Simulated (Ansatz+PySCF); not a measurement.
The numbers below are computed, except where a source is named.
Input for Ansatz (development build ahead of 0.2.0):

```yaml
crystal:
  periodic: [false, false, false]
  atoms:
    - { symbol: "N", position_ang: [0.0, 0.0, 0.33751] }
    - { symbol: O, position_ang: [0.0, 1.13651, -0.14799] }
    - { symbol: O, position_ang: [0.0, -1.13651, -0.14799] }
basis:
  gaussian: { orbitals: cc-pVTZ }
magnetization:
  initial_magnetization: 1
hamiltonian:
  xc: hf
correlation:
  method: mp2
  frozen_orbitals: { "N": 1, O: 1 }
output:
  forces: true
```

The input is written out in the form of the current development build from the run's settings. Correlation on restricted open-shell orbitals is semicanonical, with singles.

The run gave:

| Quantity | Value |
| --- | --- |
| Converged | yes |
| Reference energy | -204.08336 hartree |
| Correlation energy | -0.70018 hartree |
| Total energy | -204.78353 hartree |
| Spin squared of the determinant | 0.750 |
| Stability test | minimum among restricted orbitals |
| Occupied orbitals by symmetry in an Abelian subgroup (alpha; beta) | 6 A1 1 A2 1 B1 4 B2; 5 A1 1 A2 1 B1 4 B2 |

Forces (eV/Å):
```
atom     Fx      Fy      Fz
  N1  0.000   0.000  -1.145
  O2  0.000  -2.088   0.573
  O3  0.000   2.088   0.573
```

Caution: forces differ strongly between restricted and unrestricted references.
